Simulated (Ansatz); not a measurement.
in.yaml

```yaml
crystal:
  periodic: [false, false, false]
  atoms:
    - {symbol: Si, position_ang: [0.000000, -0.035961, 1.165412]}
    - {symbol: Al, position_ang: [0.000000, -0.011793, -1.224879]}
    - {symbol: H, position_ang: [0.000000, 1.317723, 0.315431]}
basis:
  gaussian: {orbitals: cc-pVDZ}
magnetization: {spin_polarized: false, initial_magnetization: 2}
correlation: {method: sc_nevpt2, electrons: outside_noble_gas, active_space: {window: {electrons: 4, orbitals: 4}}}
```

```sh
$ ansatz run in.yaml --threads 1 --pin off --events-out ev --progress --plain --max-ram 2393MiB
```

The program prints:

```
411 factors; integrals over basis functions are off by at most 9.5e-4 eV
mean field evaluation 1: about -14458.3465 eV, gradient 6.1e0 eV
mean field evaluation 2: about -14458.3506 eV, gradient 6.1e0 eV
mean field evaluation 4: about -14458.7187 eV, gradient 1.4e0 eV
mean field evaluation 8: about -14458.7478 eV, gradient 1.1e-2 eV
mean field -14458.74784451 eV, -531.3491827944 hartree, gradient 1.6e-6 eV, S^2 2.000000; 0 other end points of the search recorded, 0 dependent functions left out
reference -14458.74784451 eV, -531.3491827944 hartree; 15, 13 occupied and 26, 28 virtual orbitals, 411 factors
state -14459.17359368 eV, -531.3648287880 hartree
state -14459.17359368 eV, -531.3648287880 hartree; corrected -14462.29868622 eV, -531.4796738204 hartree
state -14459.10400712 eV, -531.3622715291 hartree
state -14459.10400712 eV, -531.3622715291 hartree; corrected -14462.20535752 eV, -531.4762440539 hartree
state -14459.17359368 eV, -531.3648287880 hartree; corrected -14462.29868622 eV, -531.4796738204 hartree
2 active orbitals were swapped for others, from the solution at -14459.10398382 eV, -531.3622706727 hartree to that at -14459.17358047 eV, -531.3648283025 hartree; typed "places" are swapped only where nearly empty or full, and so, without "given_window_search", are "orbital_numbers", "shells" and a window whose orbitals a file names under [Active]
Total energy: -14462.29868622 eV, -531.4796738204 hartree
```

Natural occupations: 1.9348 1.0067 0.9914 0.0670.

For the same geometry and basis UCCSDT(Q) lies 1069.4 meV lower.

Ran on 1 thread of Arm Neoverse V1, shared host: 1.7 s wall, 0.08 GiB peak host memory.
